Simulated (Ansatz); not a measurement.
One arrangement of a pair

The pair of H$_{2}$O (SMILES O, atoms 1–3) and PH$_{3}$ (SMILES P, atoms 4–7), both closed shells, in one local arrangement (a lower one may exist), relaxed at PBE0-D4/def2-TZVP:

O1  (-0.083, -0.147, -2.014)
H2  (-0.205, -1.013, -2.410)
H3  (-0.856, 0.359, -2.274)
P4  (-0.165, 0.537, 1.797)
H5  (0.174, 0.170, 0.468)
H6  (-0.033, -0.787, 2.293)
H7  (1.169, 0.882, 2.140)
(Å)

Program: Ansatz 0.2.0. Basis: def2-TZVPPD, with def2-QZVPPD for the basis limit. Cores are frozen in the correlated methods. B3LYP uses VWN-RPA correlation. Extrapolation: Hartree–Fock as exp(−7.88 √X), correlation as X^−2.97. Interaction energies count from these two fragments, frozen as in the pair, with the counterpoise correction; negative means bound.

What is the interaction energy by CCSD(T) at an estimated basis limit (MP2 extrapolated from triple and quadruple zeta, plus CCSD(T) − MP2 in triple zeta)? (To be estimated.)

By the calculation: -0.81 kcal/mol. Hartree–Fock alone gives 0.30 kcal/mol at the basis limit, so without correlation the pair would not bind at this distance. It counts from the two fragments frozen as in the pair.

The same quantity by other methods in triple zeta, and each one's difference from that estimate:
| method | E_int (kcal/mol) | difference |
| --- | --- | --- |
| PBE-D4 | -1.08 | -0.27 |
| revPBE-D4 | -0.56 | 0.25 |
| BLYP-D4 | -0.53 | 0.27 |
| r2SCAN-D4 | -0.76 | 0.05 |
| B97M-V | -0.82 | -0.01 |
| PBE0-D4 | -0.97 | -0.16 |
| B3LYP-D4 | -0.69 | 0.12 |
| HSE06-D4 | -0.99 | -0.18 |
| wB97X-V | -0.81 | 0.00 |
| wB97M-V | -0.69 | 0.12 |
| B2PLYP | -0.39 | 0.42 |
| HF | 0.30 | 1.11 |
| MP2 | -0.63 | 0.18 |
| CCSD | -0.47 | 0.33 |
| CCSD(T) | -0.63 | 0.17 |
Differences are method less estimate.

Which atoms make the shortest contact between the fragments?

O1 and H5, 2.52 Å apart.

Basis-set superposition shift (counterpoise-corrected less uncorrected): CCSD(T) 0.23; MP2 0.23; HF 0.03; PBE0-D4 0.03; wB97M-V 0.05 kcal/mol.

No T1 diagnostic of these runs exceeds 0.014.

For scale, one of the runs: CCSD(T)/def2-TZVPPD, 173 basis functions, launched by `ansatz run in.yaml --threads 2 --pin off --events-out ev --progress --plain --max-ram 5222MiB`. Time: 14 s of wall clock on 2 CPU threads of an Arm Neoverse V2; the host was shared. Peak host memory: 1.4 GiB.
